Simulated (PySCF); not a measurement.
# Worked example: correlation energy of CN, doublet

Geometry: MP2(full)/6-31G*, from the G2/97 set.

```xyz
2

C     0.0000    0.0000    0.0000
N     0.0000    0.0000    1.1348
```

Basis STO-3G; PySCF 2.14.0. Correlated methods freeze the noble-gas cores, which leaves 9 electrons in 8 orbitals. R marks a restricted (for open shells ROHF) determinant.

Full CI is exact within this basis and frozen core; it isn't the basis-set limit.

Restricted and unrestricted runs freeze slightly different cores, so steps under 0.03 kcal/mol mean nothing.

| level | total energy (hartree) |
| --- | --- |
| RHF | -90.994834 |
| RMP2 | -91.142091 |
| RCCSD | -91.154649 |
| RCCSD(T) | -91.156587 |
| RCCSDT | -91.157662 |
| full CI | -91.159526 |

Problem. What is the correlation energy at full CI, and what share of it do RMP2 and RCCSDT recover?

Solution. E(corr) = -91.159526 − (-90.994834) = -0.164692 hartree = -4.481 eV. RMP2: -0.147257 / -0.164692 = 89.41 %. RCCSDT: -0.162828 / -0.164692 = 98.87 %.

Problem. By how many kcal/mol does RCCSD(T) miss full CI (1 hartree = 627.509 kcal/mol), and which steps make up the rest?

Solution. -91.156587 − (-91.159526) = 0.002939 hartree = 1.84 kcal/mol. Steps: RCCSDT − RCCSD(T) = -0.67, full CI − RCCSDT = -1.17 kcal/mol. Differences between like states or geometries often cancel part of this.
